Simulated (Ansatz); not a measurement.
System: hcp Ti. Method: RPBE (Ansatz, an electronic-structure program, PAW).

Run with plane-wave cutoff 520 eV, 24×24×14 k mesh (along the axes of the cell as run), Fermi–Dirac smearing 0.028 eV (set by the program), no spin polarisation, scalar-relativistic PAW data made under PBE.

Computed at the level's own relaxed cell.

```
Ti
1.0
    2.96684     0.00000     0.00000
   -1.48342     2.56936     0.00000
    0.00000     0.00000     4.69592
Ti
2
Direct
  0.66667   0.33333   0.75000
  0.33333   0.66667   0.25000
```

### Question
Give the elastic tensor (Voigt notation, GPa, ions relaxed, in the Cartesian axes of the cell as printed).

### Answer

```
  168.9    77.4    68.0     0.0     0.0     0.0
   77.4   168.9    68.0     0.0     0.0     0.0
   68.0    68.0   183.7     0.0     0.0     0.0
    0.0     0.0     0.0    45.3     0.0     0.0
    0.0     0.0     0.0     0.0    45.3     0.0
    0.0     0.0     0.0     0.0     0.0    45.8
```

Measured, for comparison: elastic constant C11 176 GPa, elastic constant C12 87 GPa, elastic constant C44 51 GPa, elastic constant C33 191 GPa, elastic constant C13 68 GPa (4 K, zero-point motion not removed; as tabulated in Ferrari et al. (2019), arXiv:1905.01197). Computed (rounded) less measured: elastic constant C11 -4 %, elastic constant C12 -11 %, elastic constant C44 -11 %, elastic constant C33 -4 %, elastic constant C13 0.0 %.
